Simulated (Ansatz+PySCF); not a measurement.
**singlet C4H4S: levels of theory in one basis**

```xyz
9

S     0.0000    0.0000    1.2844
C     0.0000    1.3339   -0.0033
C     0.0000   -1.3339   -0.0033
C     0.0000    0.7690   -1.3711
C     0.0000   -0.7690   -1.3711
H     0.0000    2.4660    0.3166
H     0.0000   -2.4660    0.3166
H     0.0000    1.4316   -2.3455
H     0.0000   -1.4316   -2.3455
```

Basis set: def2-SVP (spherical functions). Left uncorrelated: 9 orbitals. Charge 0, multiplicity 1.

Computed with Ansatz (development build ahead of 0.2.0); each method stands on the lowest determinant of its kind that the runs found. NEVPT2 correlates all electrons. Active spaces start from the frontier orbitals, and the lowest solution found is given.

```tsv
method	E − E(RHF) (eV)	<S²> of the determinant
RHF	0.00	0.00
UHF	-0.41	0.81
UHF-MP2	-17.13	0.81
CASSCF(6,5)	-1.73	–
SC-NEVPT2(6,5)	-18.96	–
```

Problem. What does RHF-MP2 give on the same scale?

Solution. -18.46 eV.

Problem. Is a single determinant a sound starting point here?

Solution. It is doubtful. Unrestricted orbitals lower Hartree–Fock by 0.41 eV and <S²> is 0.81 where a pure state has 0.00, a sign of strong static correlation. The CASSCF(6,5) natural occupations are 2.00, 1.91, 1.85, 0.15, 0.09.

Caution for RHF, RHF-MP2: an unrestricted determinant lies well below. Caution for UHF, UHF-MP2: the unrestricted determinant is a mixture of spin states; the determinant breaks the point group. Caution for UHF-MP2: another reference gives a lower total. Caution for CASSCF(6,5), SC-NEVPT2(6,5): other starts end on other solutions of this active space.
